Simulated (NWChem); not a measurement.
The numbers come from NWChem runs, not from measurements. System: HO, charge 0, spin multiplicity 2, at a geometry optimised with UPBE0/def2-SVP. The structure started from a generated list of species. Its SCF solution wasn't tested for a lower state. Level: UMP2/def2-TZVP, 1 core orbitals frozen.

Job file:

```
start mol
memory heap 200 mb stack 900 mb global 1100 mb
geometry units angstroms nocenter noautoz
  O      0.000000     0.000000     0.108493
  H      0.000000     0.000000    -0.867944
  symmetry group C2v
end
basis spherical
  * library def2-tzvp
end
scf
  uhf
  nopen 1
  maxiter 100
  thresh 1e-7
  semidirect memsize 60000000 filesize 0
  # guess.movecs holds the orbitals of an unrestricted PBE0 run
  vectors input guess.movecs output mol.movecs
end
mp2
  freeze core 1
end
task mp2 energy
```

Output (cleaned and shortened):

```
             Northwest Computational Chemistry Package (NWChem) 7.3.0
             --------------------------------------------------------

                                NWChem Input Module
                                -------------------

 Scaling coordinates for geometry "geometry" by  1.889725989
 (inverse scale =  0.529177249)

 Turning off AUTOSYM since
 SYMMETRY directive was detected!

                             Geometry "geometry" -> ""
                             -------------------------

 Output coordinates in angstroms (scale by  1.889725989 to convert to a.u.)

  No.       Tag          Charge          X              Y              Z
 ---- ---------------- ---------- -------------- -------------- --------------
    1 O                    8.0000     0.00000000     0.00000000     0.10849300
    2 H                    1.0000     0.00000000     0.00000000    -0.86794400

 Effective nuclear repulsion energy (a.u.)       4.3355771975

            Nuclear Dipole moment (a.u.)
            ----------------------------
        X                 Y               Z
 ---------------- ---------------- ----------------
     0.0000000000     0.0000000000     0.0000000000

      Symmetry information
      --------------------

 Group name             C2v
 Group number             16
 Group order               4
 No. of unique centers     2

      Symmetry unique atoms

     1    2


 Summary of "ao basis" -> "" (spherical)
 ------------------------------------------------------------------------------
       Tag                 Description            Shells   Functions and Types
 ---------------- ------------------------------  ------  ---------------------
 *                         def2-tzvp                  on all atoms

 Summary of "ao basis" -> "ao basis" (spherical)
 ------------------------------------------------------------------------------
       Tag                 Description            Shells   Functions and Types
 ---------------- ------------------------------  ------  ---------------------
 O                         def2-tzvp                11       31   5s3p2d1f
 H                         def2-tzvp                 4        6   3s1p

                                 NWChem SCF Module
                                 -----------------

  ao basis        = "ao basis"
  functions       =    37
  atoms           =     2
  alpha electrons =     5
  beta  electrons =     4
  charge          =   0.00
  wavefunction    = UHF
  use symmetry    = T
  symmetry adapt  = T

 Summary of "ao basis" -> "ao basis" (spherical)
 ------------------------------------------------------------------------------
       Tag                 Description            Shells   Functions and Types
 ---------------- ------------------------------  ------  ---------------------
 O                         def2-tzvp                11       31   5s3p2d1f
 H                         def2-tzvp                 4        6   3s1p

      Symmetry analysis of basis
      --------------------------

        a1         18
        a2          3
        b1          8
        b2          8

 Forming initial guess at       0.0s

   Symmetry analysis of molecular orbitals - initial alpha
   -------------------------------------------------------

  Numbering of irreducible representations:

     1 a1          2 a2          3 b1          4 b2

  Orbital symmetries:

     1 a1          2 a1          3 a1          4 b2          5 b1
     6 a1          7 a1          8 b2          9 a1         10 b1
[...]
 -----------   ------   -------------------------------------------------------
    1 O    8     8.34   0.79  1.18  0.61  0.99  0.35  1.76  1.84  0.81  0.00  0.01  0.00
    2 H    1     0.66   0.24  0.34  0.03  0.04

  Mulliken analysis of the alpha density
  --------------------------------------

    Atom       Charge   Shell Charges
 -----------   ------   -------------------------------------------------------
    1 O    8     4.69   0.40  0.59  0.31  0.50  0.16  1.11  1.14  0.47  0.00  0.01  0.00
    2 H    1     0.31   0.11  0.15  0.01  0.02

   Mulliken analysis of the beta density
   -------------------------------------

    Atom       Charge   Shell Charges
 -----------   ------   -------------------------------------------------------
    1 O    8     3.65   0.40  0.59  0.29  0.48  0.19  0.65  0.69  0.34  0.00  0.01  0.00
    2 H    1     0.35   0.13  0.19  0.02  0.02

   Mulliken analysis of the spin density
   -------------------------------------

    Atom       Charge   Shell Charges
 -----------   ------   -------------------------------------------------------
    1 O    8     1.05   0.00 -0.00  0.02  0.02 -0.02  0.46  0.45  0.12 -0.00  0.00 -0.00
    2 H    1    -0.05  -0.01 -0.03 -0.00  0.00

       Multipole analysis of the density wrt the origin
       ------------------------------------------------

     L   x y z        total         alpha         beta         nuclear
     -   - - -        -----         -----         ----         -------
     0   0 0 0     -0.000000     -5.000000     -4.000000      9.000000

     1   1 0 0      0.000000      0.000000     -0.000000      0.000000
     1   0 1 0     -0.000000     -0.000000     -0.000000      0.000000
     1   0 0 1     -0.730275     -0.468753     -0.261523      0.000000

     2   2 0 0     -4.943299     -2.584504     -2.358795      0.000000
     2   1 1 0      0.000000     -0.000000      0.000000      0.000000
     2   1 0 1      0.000000      0.000000     -0.000000      0.000000
     2   0 2 0     -3.985956     -2.573953     -1.412003      0.000000
     2   0 1 1      0.000000      0.000000     -0.000000      0.000000
     2   0 0 2     -3.330463     -3.266603     -3.090312      3.026451

                   NWChem MP2 Semi-direct Energy/Gradient Module
                   ---------------------------------------------

  Basis functions       =     37
  Molecular orbitals    =     37
  Frozen core           =      1
  Frozen virtuals       =      0
  Active alpha occupied =      4
  Active beta occupied  =      3
  Active alpha virtual  =     32
  Active beta virtual   =     33
  Use MO symmetry       = T
  Use skeleton AO sym   = T

  AO/Fock/Back tols     =   1.0D-09  1.0D-09  1.0D-09

 GA uses MA = F    GA memory limited = T

 Available:
  local mem=  1.26D+08
 global mem=  1.44D+08
 local disk=  0.00D+00
  mp2_memr nvloc                    32
  nvloc new                    32
   1 passes of   4:        3145728                       9190                    308343.
   1 passes of   4: M    126154108           G      144176462           F     123008380.

 Semi-direct pass number   1 of   1  for UHF alpha       at        0.2s
  vrange nnbf                   703
  mp2_eaftype                    10  avail_ma_in_mb                  1099
 EAF : mp2_eaftype filesize          10     154171.
  mp2_eaf for mointskh                     10
Node 0 wrote      0.7 Mb in      0.0 s     Agg I/O rate:  1670.9 Mb/s
 Done moints_semi at        0.4s
  mp2_eaftype                    10  avail_ma_in_mb                  1089
 EAF : mp2_eaftype filesize          10     154171.
  mp2_eaf for kh                    10
 Done maket at        0.4s
 Done multipass loop at        0.4s

 GA uses MA = F    GA memory limited = T

 Available:
  local mem=  1.26D+08
 global mem=  1.44D+08
 local disk=  0.00D+00
  mp2_memr nvloc                    33
  nvloc new                    33
   1 passes of   3:        3145728                       7740                    239027.
   1 passes of   3: M    126154108           G      144176462           F     123008380.

 Semi-direct pass number   1 of   1  for UHF beta        at        0.4s
  vrange nnbf                   703
  mp2_eaftype                    10  avail_ma_in_mb                  1099
 EAF : mp2_eaftype filesize          10     119513.
  mp2_eaf for mointskh                     10
Node 0 wrote      0.6 Mb in      0.0 s     Agg I/O rate:  1512.4 Mb/s
 Done moints_semi at        0.5s
  mp2_eaftype                    10  avail_ma_in_mb                  1089
 EAF : mp2_eaftype filesize          10     119513.
  mp2_eaf for kh                    10
 Done maket at        0.5s
 Done multipass loop at        0.5s

          -------------------------------------------
          SCF energy                 -75.421973089604
          Correlation energy          -0.195615965072
          Singlet pairs                0.000000000000
          Triplet pairs                0.000000000000
          Total MP2 energy           -75.617589054676
          -------------------------------------------

          ---------------------------------------------------
                    Spin Component Scaled (SCS) MP2
          Same spin pairs                     -0.045979160133
          Same spin scaling factor             0.333333333333
          Opposite spin pairs                 -0.149636804939
          Opposite spin scaling fact.          1.200000000000
          SCS-MP2 correlation energy          -0.194890552638
          Total SCS-MP2 energy               -75.616863642242
          ---------------------------------------------------

 -----------------------
 Performance information
 -----------------------

 Timer overhead =  9.64D-08 seconds/call

               Nr. of calls         CPU time (s)                 Wall time (s)                GFlops
             ---------------    -------------------     ------------------------------   -------------------
Name         Min   Avg   Max    Min     Avg     Max     Min     Avg     Max   Mx/calls   Min     Max     Sum
mp2: moin     2     2     2   0.26    0.26    0.26     0.26    0.26    0.26    0.13      0.0     0.0     0.0
mp2: make     2     2     2   9.20E-3 9.20E-3 9.20E-3  9.20E-3 9.20E-3 9.20E-3 4.60E-3   0.0     0.0     0.0
mp2: tota     1     1     1   0.32    0.32    0.32     0.32    0.32    0.32    0.32      0.0     0.0     0.0

 The average no. of pstat calls per process was 5.00D+00
 with a timing overhead of 4.82D-07s

 Task  times  cpu:        0.5s     wall:        0.5s

 Total times  cpu:        0.5s     wall:        0.5s
```
